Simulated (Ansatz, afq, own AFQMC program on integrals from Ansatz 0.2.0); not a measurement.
**NH₄⁺, singlet in 6-31G, levels against full CI**

```csv
atom,x (Å),y (Å),z (Å)
N,0.0000,0.0000,0.0000
H,0.5903,0.5923,0.5902
H,-0.5929,-0.5882,0.5917
H,-0.5890,0.5896,-0.5943
H,0.5916,-0.5937,-0.5876
```

Basis 6-31G. Noble-gas cores (and the filled d shells of Ga–Kr and In–Xe) are frozen. Ansatz 0.2.0 and our own AFQMC program on the same integrals; the CISD trial comes from CCSD amplitudes, and released means the phaseless constraint is let go. Free projection: walkers drawn from exp(T), propagated without any constraint. Its projection time is finite, and what remains of the start isn't in its error. ± is one standard error of the sampling.

Determinant: RHF, the one that the program's search chose, which needn't be the lowest solution. The geometry is a PBE0/def2-TZVP stationary point of this or a neighbouring charge and spin state.

Full CI on the same integrals is exact in this basis and with this determinant's frozen core.

The T1 diagnostic is 0.0062. The weight of the determinant in the CISD state is 0.951 and the size of the correlated space is 8 electrons in 16 orbitals.

Reference: full CI, correlation energy -3.656 eV. The released energy is read at 2.40 1/Eh (meV from the phaseless value at times in 1/Eh: 2 ± 4 at 0.24, -4 ± 3 at 0.51, 2 ± 3 at 0.99, -2 ± 4 at 1.62, 4 ± 4 at 2.40).

```json
{"level": "HF", "E − E(reference) (kJ/mol)": "352.7", "share of correlation (%)": "0.00"}
{"level": "MP2", "E − E(reference) (kJ/mol)": "44.2", "share of correlation (%)": "87.48"}
{"level": "CCSD", "E − E(reference) (kJ/mol)": "4.5", "share of correlation (%)": "98.72"}
{"level": "CCSD(T)", "E − E(reference) (kJ/mol)": "1.0", "share of correlation (%)": "99.71"}
{"level": "CCSDT", "E − E(reference) (kJ/mol)": "0.7", "share of correlation (%)": "99.80"}
{"level": "CCSDT(Q)", "E − E(reference) (kJ/mol)": "0.0", "share of correlation (%)": "100.00"}
{"level": "CCSDTQ", "E − E(reference) (kJ/mol)": "0.0", "share of correlation (%)": "99.99"}
{"level": "ph-AFQMC/HF", "E − E(reference) (kJ/mol)": "-4.3 ± 2.6", "share of correlation (%)": "101.23"}
{"level": "ph-AFQMC/CISD", "E − E(reference) (kJ/mol)": "-0.2 ± 0.5", "share of correlation (%)": "100.04"}
{"level": "released AFQMC", "E − E(reference) (kJ/mol)": "0.2 ± 0.3", "share of correlation (%)": "99.95"}
{"level": "free AFQMC", "E − E(reference) (kJ/mol)": "-0.4 ± 0.6", "share of correlation (%)": "100.12"}
```

CCSDT and higher add their correlation energy to the determinant of the CCSD(T) run, since their own runs factorise the integrals more tightly (a shift of under 2 meV). Free projections are given only where their last times agree within the noise and don't stop above the reference; a slow remainder of the start can still hide under it. A walk keeps the symmetry of its determinant, which the program's search chose and which needn't be the lowest solution, so a lower state of the same spin and another symmetry isn't excluded. Released energies are given only where the last usable release times agree within the noise; a slower fall can still hide under it.
